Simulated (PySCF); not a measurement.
Simulated S 2p region for `S=BC` (methylthioborine), binding energy against the vacuum level.

Every computed line was given a Gaussian of 0.6 eV full width at half maximum and an area set by the number of equivalent atoms (split 2:1 within a doublet); the highest printed point is 100. Computed with delta-SCF UKS SCAN, pcX-2 on the ionised atom, pcseg-1 elsewhere, spin-free X2C in PySCF.

binding energy (eV), intensity and a bar:
```
    168.1          1 
    168.2          2 #
    168.3          6 ##
    168.4         13 ####
    168.5         27 ########
    168.6         47 ##############
    168.7         71 #####################
    168.8         91 ###########################
    168.9        100 ##############################
    169.0         94 ############################
    169.1         76 #######################
    169.2         53 ################
    169.3         32 #########
    169.4         17 #####
    169.5          9 ###
    169.6          8 ##
    169.7         12 ####
    169.8         21 ######
    169.9         33 ##########
    170.0         43 #############
    170.1         50 ###############
    170.2         49 ###############
    170.3         41 ############
    170.4         29 #########
    170.5         18 #####
    170.6         10 ###
    170.7          4 #
    170.8          2 
    170.9          1 
    171.0          0
```

Problem. How many maxima does the curve show, and how many computed lines lie under it?

Solution. The curve has 2 maxima (at 168.9 and 170.1 eV). Under it lie 2 lines from 1 inequivalent sulfur site, drawn as a 2p3/2, 2p1/2 pair.

Problem. Decompose the envelope and assign each component. Numbering: `[CH3:1][B:2]=[S:3]`.

Solution. 
| position (eV) | relative area | line | atoms | environment |
| --- | --- | --- | --- | --- |
| 168.91 | 0.67 | S 2p3/2 | S3 | sulfur bonded to B |
| 170.14 | 0.33 | S 2p1/2 | S3 | sulfur bonded to B |

Shake-up satellites, vibrational structure and lifetime widths aren't simulated. The 2p values add to the ΔSCF energy of one spin-free hole a correction within the shell (spin–orbit coupling, ligand field). 2p1/2 minus 2p3/2 (ligand field included): S 1.23 eV. Isolated species at its PBE0-D3(BJ)/def2-SVP geometry, gas phase.

On an x86-64 server with one thread, on a shared host, this took 6.0 s.
